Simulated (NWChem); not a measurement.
**C3HN (cyanoacetylene): levels of theory compared**

Wanted: a comparison of 4 runs (B2PLYP/STO-3G, PBE0/def2-SVP, B3LYP/6-31G*, MP2/6-31G) of C3HN (cyanoacetylene). 

The calculation is run with NWChem 7.3.0.

## (1) The system as given

C3HN: 5 atoms, total charge 0, spin state singlet. SMILES: `C#CC#N`. The coordinates come from a PBE0-D4/def2-TZVP relaxation.

Bond lengths: C1–C2 1.201 Å, C2–C3 1.369 Å, C3–N4 1.154 Å, C1–H5 1.066 Å. Angles: C1–C2–C3 180.0°, C2–C3–N4 180.0°, C2–C1–H5 179.9°.

## (2) The energy at B2PLYP/STO-3G (run 1)

The input, calc.nw:

```
start calc
memory 2200 mb
geometry noautosym nocenter noautoz
C       -0.137800       1.253000       0.148800
C       -0.000300       0.068900       0.002100
C        0.157500      -1.280600      -0.165000
N        0.291100      -2.418400      -0.305600
H       -0.260600       2.303500       0.278300
end
basis spherical bse
* library STO-3G
end
dft
xc hfexch 0.53 becke88 0.47 lyp 0.73 mp2 0.27
dftmp2 semidirect
grid xfine
convergence energy 1e-08
maxiter 100
mulliken
end
mp2
freeze core 4
end
task dft energy
```

Launch:

```
$ nwchem calc.nw > calc.out
```

Output:

```text
[...]
          Wavefunction type:  closed shell.
          No. of atoms     :     5
          No. of electrons :    26
[...]
          Charge           :     0
          Spin multiplicity:     1
[...]
          AO basis - number of functions:    21
[...]
              XC Information
              --------------
                     Hartree-Fock (Exact) Exchange  0.530
                    Becke 1988 Exchange Functional  0.470
              Lee-Yang-Parr Correlation Functional  0.730
[...]
 d= 0,ls=0.0,diis     1   -166.9416934780 -2.44D+02  7.66D-02  7.79D-01     0.3
[...]
 d= 0,ls=0.0,diis     8   -167.0667309505  7.11D-10  3.65D-06  1.08D-08     1.3
         Total DFT energy =     -167.066730950487
      One electron energy =     -378.199172923880
           Coulomb energy =      156.988386757106
    Exchange-Corr. energy =      -23.105965460109
 Nuclear repulsion energy =       77.250020676396
[...]
      Total Density - Mulliken Population Analysis
     ---------------------------------------------
    Atom       Charge   Shell Charges
 -----------   ------   -------------------------------------------------------
    1 C    6     6.06   1.99  1.12  2.94
    2 C    6     6.02   1.99  1.02  3.01
    3 C    6     5.91   1.99  0.99  2.93
    4 N    7     7.15   2.00  1.79  3.36
    5 H    1     0.86   0.86
[...]
  Basis functions       =     21
[...]
```

It took 1.8 s on 1 thread of AMD EPYC 9R45 (Zen 5), shared host; peak memory 0.12 GiB.

## (3) Energy and gradient at PBE0/def2-SVP (run 2)

The input, c3hn.nw:

```
start c3hn
title "C3HN"
memory 2200 mb

geometry noautosym nocenter noautoz
   C       -0.137800       1.253000       0.148800
   C       -0.000300       0.068900       0.002100
   C        0.157500      -1.280600      -0.165000
   N        0.291100      -2.418400      -0.305600
   H       -0.260600       2.303500       0.278300
end

basis spherical bse
   * library def2-SVP
end

dft
   xc pbe0
   grid xfine
   convergence energy 1e-08
   iterations 100
   mulliken
end

task dft gradient
```

Launch:

```
$ nwchem c3hn.nw > c3hn.out
```

Output:

```text
[...]
          Wavefunction type:  closed shell.
          No. of atoms     :     5
          No. of electrons :    26
[...]
          Charge           :     0
          Spin multiplicity:     1
[...]
          AO basis - number of functions:    61
[...]
              XC Information
              --------------
                         PBE0 Method XC Functional
                     Hartree-Fock (Exact) Exchange  0.250
          PerdewBurkeErnzerhof Exchange Functional  0.750
            Perdew 1991 LDA Correlation Functional  1.000 local
           PerdewBurkeErnz. Correlation Functional  1.000 non-local
[...]
 d= 0,ls=0.0,diis     1   -169.1551355408 -2.46D+02  2.07D-02  5.84D-01     0.6
[...]
 d= 0,ls=0.0,diis    11   -169.2373525728 -3.44D-10  5.91D-07  2.07D-09     5.3
         Total DFT energy =     -169.237352572817
      One electron energy =     -379.814799224650
           Coulomb energy =      156.498023748919
    Exchange-Corr. energy =      -23.170597773482
 Nuclear repulsion energy =       77.250020676396
[...]
      Total Density - Mulliken Population Analysis
     ---------------------------------------------
    Atom       Charge   Shell Charges
 -----------   ------   -------------------------------------------------------
    1 C    6     6.38   1.99  0.94  0.71  2.00  0.72  0.02
    2 C    6     5.68   1.99  0.90  0.29  2.10  0.37  0.03
    3 C    6     6.05   1.99  0.94  0.15  2.08  0.85  0.05
    4 N    7     6.97   1.99  1.10  0.52  2.20  1.13  0.03
    5 H    1     0.93   0.73  0.17  0.03
[...]
  wavefunction    = closed shell
                         DFT ENERGY GRADIENTS
    atom               coordinates                        gradient
                 x          y          z           x          y          z
   1 C      -0.260404   2.367827   0.281191    0.002010  -0.016863  -0.002059
   2 C      -0.000567   0.130202   0.003968   -0.001850   0.015629   0.001936
   3 C       0.297632  -2.419983  -0.311805    0.001123  -0.009676  -0.001219
   4 N       0.550099  -4.570113  -0.577500   -0.002212   0.019014   0.002362
   5 H      -0.492463   4.352984   0.525911    0.000929  -0.008104  -0.001019
[...]
```

Run time: 6.9 s. Hardware: 1 thread of AMD EPYC 9R45 (Zen 5), shared host; peak memory 0.13 GiB.

Run 3 isn't shown in full; the table further down has it.

## (4) Energy and gradient at MP2/6-31G (run 4)

The input, run.py:

```python
from ase import Atoms
from ase.calculators.nwchem import NWChem

molecule = Atoms(['C', 'C', 'C', 'N', 'H'], positions=[
    [-0.137800, 1.253000, 0.148800],
    [-0.000300, 0.068900, 0.002100],
    [0.157500, -1.280600, -0.165000],
    [0.291100, -2.418400, -0.305600],
    [-0.260600, 2.303500, 0.278300],
])

calc = NWChem(
    label='mol',
    theory='mp2',
    memory='2200 mb',
    basis='6-31G',
    basispar='spherical bse',
    scf={'nopen': '0', 'rhf': None, 'thresh': '1e-08', 'maxiter': '80'},
    mp2={'freeze': 'core 4', 'tight': None},
)
molecule.calc = calc

forces = molecule.get_forces()
e = molecule.get_potential_energy()
print(f"E = {e:.6f} eV")
print("forces (eV/A):")
for s, f in zip(molecule.symbols, forces):
    print(f"{s:2s} {f[0]:10.5f} {f[1]:10.5f} {f[2]:10.5f}")
```

Launch:

```
$ export ASE_NWCHEM_COMMAND="nwchem PREFIX.nwi > PREFIX.nwo"
$ python run.py
```

Output:

```text
E = -4594.973052 eV
forces (eV/A):
C    -0.37374    3.21115    0.39682
C     0.26287   -2.27090   -0.28179
C    -0.50152    4.27929    0.52965
N     0.63218   -5.39202   -0.66674
H    -0.01980    0.17247    0.02201
```

The calculator wrote mol.nwi:

```
title "mol"

permanent_dir mol

scratch_dir mol

start mol

geometry units angstrom nocenter noautosym noautoz
  C  -1.3780000000000001e-01 1.2529999999999999e+00 1.4879999999999999e-01
  C  -2.9999999999999997e-04 6.8900000000000003e-02 2.0999999999999999e-03
  C  1.5750000000000000e-01 -1.2806000000000000e+00 -1.6500000000000001e-01
  N  2.9110000000000003e-01 -2.4184000000000001e+00 -3.0559999999999998e-01
  H  -2.6060000000000000e-01 2.3035000000000001e+00 2.7829999999999999e-01
end

memory 2200 mb

basis spherical bse noprint
   * library 6-31G
end

scf
  nopen 0
  rhf
  thresh 1e-08
  maxiter 80
end
mp2
  freeze core 4
  tight
end

task mp2 gradient
```

mol.nwo:

```text
Northwest Computational Chemistry Package (NWChem) 7.3.0
             --------------------------------------------------------

           Job information
           ---------------

    nwchem branch   = 7.3.0
    use scalapack   = T
    input           = mol.nwi
    prefix          = mol.
    data base       = mol/mol.db
    status          = startup
    nproc           =        1

           Memory information
           ------------------

    heap     =     72089596 doubles =      550.0 Mbytes
    stack    =     72089601 doubles =      550.0 Mbytes
    global   =    144179200 doubles =     1100.0 Mbytes (distinct from heap & stack)
    total    =    288358397 doubles =     2200.0 Mbytes
    verify   = yes
    hardfail = no

[... 114 lines left out ...]
 1-e energy   =    -377.985256
[... 9 lines left out ...]
 Convergence threshold     :          1.000E-08
[... 16 lines left out ...]
         Total SCF energy =   -168.478701633137
[... 2 lines left out ...]
 Nuclear repulsion energy =     77.250020676396
[... 303 lines left out ...]
 CPHF converged to   1.9D-07 in   10 iters
[... 53 lines left out ...]
  MP2 natural orbitals output to mol/mol.mp2nos
[... 3 lines left out ...]
    atom               coordinates                        gradient
                 x          y          z           x          y          z
   1 C      -0.260404   2.367827   0.281191    0.007268  -0.062447  -0.007717
   2 C      -0.000567   0.130202   0.003968   -0.005112   0.044162   0.005480
   3 C       0.297632  -2.419983  -0.311805    0.009753  -0.083219  -0.010300
   4 N       0.550099  -4.570113  -0.577500   -0.012294   0.104858   0.012966
   5 H      -0.492463   4.352984   0.525911    0.000385  -0.003354  -0.000428

                 ----------------------------------------
                 |  Time  |  1-e(secs)   |  2-e(secs)   |
                 ----------------------------------------
                 |  CPU   |       0.00   |       0.16   |
                 ----------------------------------------
                 |  WALL  |       0.00   |       0.16   |
                 ----------------------------------------
 -----------------------
 Task  times  cpu:        2.1s     wall:        2.1s
 Total times  cpu:        2.1s     wall:        2.1s
```

Wall time 2.9 s (1 thread of AMD EPYC 9R45 (Zen 5), shared host); peak memory 0.11 GiB.

## (5) Overview of the runs

```csv
run,level,task,frozen core orbitals,energy (Eh),dipole moment (D),HOMO energy (eV),LUMO energy (eV),wall time
1,B2PLYP/STO-3G,energy,4,-167.169729,3.09,-8.19,3.30,1.8 s
2,PBE0/def2-SVP,gradient,–,-169.237353,3.74,-8.98,-1.47,6.9 s
3,B3LYP/6-31G* (Cartesian functions),gradient,–,-169.571723,3.81,-8.44,-1.40,7.8 s
4,MP2/6-31G,gradient,4,-168.862146,3.71,-11.54,2.69,2.9 s
```

## (6) Summary of results

| quantity | value |
| --- | --- |
| run 4: total energy | -168.86215 Eh |
| run 4: dipole moment (of the density that the program reports) | 3.71 D |
| run 4: HOMO energy (Hartree–Fock orbitals) | -11.54 eV |
| run 4: LUMO energy (Hartree–Fock orbitals) | 2.69 eV |
| run 4: HOMO–LUMO gap (Hartree–Fock orbitals) | 14.24 eV |
| run 4: correlation energy (4 core orbitals frozen) | -383.4 mEh |
| run 4: largest force on an atom | 5.470 eV/Å |

**Reading.** The dipole moment (its size) runs from 3.09 D (B2PLYP/STO-3G) to 3.81 D (B3LYP/6-31G*). The two ends differ in method and basis. A double hybrid's value is that of its SCF part. Over runs 1, 2, 3 the HOMO–LUMO gap runs from 7.04 eV (B3LYP/6-31G*) to 11.49 eV (B2PLYP/STO-3G). Totals of different functionals can't be ranked against each other. In run 1 the basis is minimal, so the values are rough. All runs together took 19 s, the longest 7.8 s.
